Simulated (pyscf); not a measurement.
Thermochemistry of product channels of H₃Si–PH₂ (SMILES [SiH3]P) + GaH₃ (SMILES [GaH3]) on the singlet surface, in kcal/mol, from ωB97M-D3(BJ)/def2-TZVP energies (ideal gas, 1 atm, RRHO with modes under 100 cm⁻¹ raised to 100, one conformer, R ln 2 for chiral ones without a mode under 150 cm⁻¹). Structures and frequencies: ωB97X-D3(BJ)/def2-SVP in PySCF.

```tsv
products	ΔE	ΔH(298 K)	ΔG(600 K)	ΔG(1200 K)
H₃Si–PH–GaH₂ (SMILES [SiH3][PH][GaH2]) + H₂ (SMILES [H][H])	___	-9.0	-6.4	___
H₂P–SiH₂–GaH₂ (SMILES P[SiH2][GaH2]) + H₂ (SMILES [H][H])	+1.8	+1.2	+2.7	+2.2
```

Question: Fill in the missing entries.

Answer: 
- H₃Si–PH–GaH₂ (SMILES [SiH3][PH][GaH2]) + H₂ (SMILES [H][H]), ΔE: -8.4
- H₃Si–PH–GaH₂ (SMILES [SiH3][PH][GaH2]) + H₂ (SMILES [H][H]), ΔG(1200 K): -5.7

These are energies of the channels, which say nothing of barriers. Elements up to Kr have no core potential and no relativistic terms here.
